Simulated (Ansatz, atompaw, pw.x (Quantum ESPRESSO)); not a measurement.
**hydrogen: one change to the PAW (atompaw) potential, in the atom and in the sc crystal**

atompaw 4.2.0.5 input, output lines left out:

```
H 1
GGA-PBESOL scalarrelativistic loggrid 1500 logderivrange -2 5 176
1 0 0 0 0 0
1 0 1
0 0 0
v
1
1.30 1.15 1.20 1.30
y
0.5
n
y
0.3
n
custom polynom2 7 10 vanderbiltortho sinc
2 0 troulliermartins
1.30
1.30
1.30
```

Change: all radii scaled by about 0.89 (s 1.16, p 1.16 bohr); local potential troulliermartins scheme with l = 2 at 0 Ry, radius 1.06 bohr; augmentation sinc compensation charge, radius 1.02 bohr; PAW radius 1.16 bohr; waves and projectors: custom polynom2 7 10 vanderbiltortho.

Cutoffs, loose and tight: the cutoffs (Ry, on a coarse ladder) from which the occupation-weighted sum of valence levels, in a spherical-Bessel basis at the reference potential, stays within 10 and 1 mRy of its value at 400 Ry. They see the waves and projectors alone, not the compensation charge or the core.

Crystal test: sc H in pw.x 7.5, no spin, 18³ k-points, Fermi–Dirac smearing 0.01 Ry, cutoffs set for each file from its atomic test. The reference is all-electron LAPW (Ansatz 0.2.0) with the same functional, mesh and smearing; V0 and B0 come from Birch–Murnaghan fits to the pressures at five volumes. Errors are pseudo minus all-electron; Δ is the rms difference of the E(V) curves that follow from these fits, minima aligned, over ±6 % about the mean V0. Mesh and smearing are coarse, so the numbers serve the comparison and aren't converged zero-temperature values; the lattice is a test structure that the element need not adopt.

All-electron: a0 = 1.447 Å (V0 = 3.03 Å³/atom), B0 = 107.4 GPa.

Q: Does the change bring the crystal closer to the all-electron result?

A: The mean pressure error goes from +0.80 to +0.57 GPa, so the change moves the solid closer to the all-electron pressures.

```csv
quantity,base,changed
outcome (atom),generated,generated
"cutoff, loose (atom)",10 Ry,10 Ry
"cutoff, tight (atom)",18 Ry,18 Ry
bound ghosts (atom),none,none
cutoffs in pw.x (Ry),40/400,40/400
a0 (Å),1.450,1.449
a0 error (%),+0.24,+0.17
B0 error (%),-0.5,-0.3
Δ (meV/atom),0.5,0.4
mean pressure error (GPa),+0.80,+0.57
```

 The atomic cutoffs weigh occupied waves only.
